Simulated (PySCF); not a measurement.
Ethynethiol, C2H2S.
Geometry (PBE0-D3(BJ)/def2-SVP, Å), atoms numbered from 1 in this order:
```xyz
5
C2H2S angstrom
C      1.2515    0.1715   -0.1863
C      0.0380    0.2027   -0.2063
S     -1.6418    0.3782   -0.2141
H      2.3252    0.1420   -0.1632
H     -1.9391   -0.9286   -0.4063
```

Computed with core-valence-separated Tamm–Dancoff BHandHLYP/aug-pcX-1 (pcseg-1 on H, def2-SVPD on S) in PySCF, non-relativistic, gas phase, PBE0-D3(BJ)/def2-SVP geometry. BHandHLYP without relativity tends to put these K edges a few eV too low, so spacings mean more than positions.

Q: List the carbon K-edge absorption lines.

A: 
| E (eV) | f | core hole on | main final orbital | polarisation |
| --- | --- | --- | --- | --- |
| 283.06 | 0.0611 | C1 | LUMO (34 %) | in plane |
| 283.91 | 0.0483 | C2 | LUMO (38 %) | in plane |
| 284.09 | 0.0599 | C1 | LUMO+4 (37 %) | out of plane |
| 284.29 | 0.0569 | C2 | LUMO+4 (48 %) | out of plane |
| 285.92 | 0.0269 | C2 | spread | in plane |
| 286.06 | 0.0081 | C1 | LUMO+1 (47 %) | in plane |
| 286.64 | 0.0055 | C1 | LUMO (43 %) | in plane |
| 286.74 | 0.0033 | C2 | LUMO (50 %) | in plane |
| 287.26 | 0.0031 | C1 | LUMO+2 (48 %) | in plane |
| 287.63 | 0.0087 | C1 | LUMO+5 (39 %) | in plane |
| 287.70 | 0.0117 | C1 | LUMO+9 (53 %) | out of plane |

The first line with a tenth or more of the strongest one's intensity is at 283.06 eV (f = 0.061), with the hole on C1 (terminal alkyne carbon), polarised in plane. It is also the strongest listed.

Roots within 0.03 eV whose holes lie on the same, on equivalent or on shared atoms are summed into one line, and the highest roots are left out, as the search may have cut off their partners. Final orbitals are the ground state's empty Kohn–Sham orbitals.

Q: What are the wavelength and the wavenumber of the 287.63 eV line?

A: λ = 12398.42 eV Å/287.63 eV = 43.105 Å; 2.3199 × 10⁶ cm⁻¹.

The list ends where the root search ended, not at a threshold.
